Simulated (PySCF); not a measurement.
Dipole moment and polarisability of HCF2CH2OH

Species: HCF2CH2OH, C₂H₄F₂O.
SMILES with atom numbers: `[OH:1][CH2:2][CH:3]([F:4])[F:5]` (hydrogens: H6 on O1; H7, H8 on C2; H9 on C3)

Cartesian coordinates in Å at the GFN2-xTB level; atoms count from 1:
```xyz
9
C2H4F2O angstrom
O     -1.4460    0.7209   -0.0167
C     -0.5946   -0.3867   -0.0222
C      0.8654    0.0327   -0.2150
F      1.3042    0.6935    0.8891
F      1.6607   -1.0505   -0.3569
H     -1.2294    1.2852    0.7360
H     -0.6688   -0.9696    0.9057
H     -0.8920   -1.0144   -0.8647
H      1.0141    0.6949   -1.0806
```

Level: B3LYP/def2-SVPD (PySCF), static field, nuclei fixed, core orbitals frozen in the response. The polarisability tensor in these axes (au):

```
x   35.02 -1.34 -0.23
y   -1.34 34.39  1.00
z   -0.23  1.00 32.06
```

Problem. Diagonalise the tensor; give its mean and Δα, where Δα² is half the sum of the squared differences of the eigenvalues.

Solution. Principal values 31.67, 33.56 and 36.24 au; mean 33.82 au = 5.01 Å³ = 5.58 × 10⁻⁴⁰ C²·m²/J; Δα = 3.98 au (12 % of the mean).

Problem. What is the dipole moment, and where does it point?

Solution. (-0.66, 0.20, -0.01) D, 0.69 D in size, pointing from the negative to the positive side. Measured along this direction, the outermost atoms are F5 at the negative end and O1 and H6 at the positive end.

Problem. Traceless (Buckingham) quadrupole moment about the centre of nuclear charge: eigenvalues?

Solution. -8.39, 3.10, 5.29 D·Å. The values depend on the origin, since the dipole doesn't vanish. The electronic extent ⟨r²⟩ about the same centre is 413 bohr², a root-mean-square distance of 1.66 Å for the 42 electrons.

Problem. Rayleigh depolarisation ratio (linearly polarised light, static tensor)?

Solution. ρ = 3Δα²/(45ᾱ² + 4Δα²) = 47.6/(51481 + 63.4) = 0.000923.

Problem. Give the principal axes and the span of the nuclei along them.

Solution. Largest value along (0.74, -0.64, -0.19), where the nuclei span 3.85 Å; middle along (0.67, 0.66, 0.34), 3.20 Å; least along (-0.09, -0.38, 0.92), 2.62 Å. The response follows the extents in order.

Problem. What molar refraction does this α imply?

Solution. Lorentz–Lorenz: R = (4π/3)N_A α = 2.5225 cm³/(mol·Å³) × 5.01 Å³ = 12.6 cm³/mol, in the limit of long wavelengths.

Geometry: GFN2-xTB, one conformer, isolated molecule.
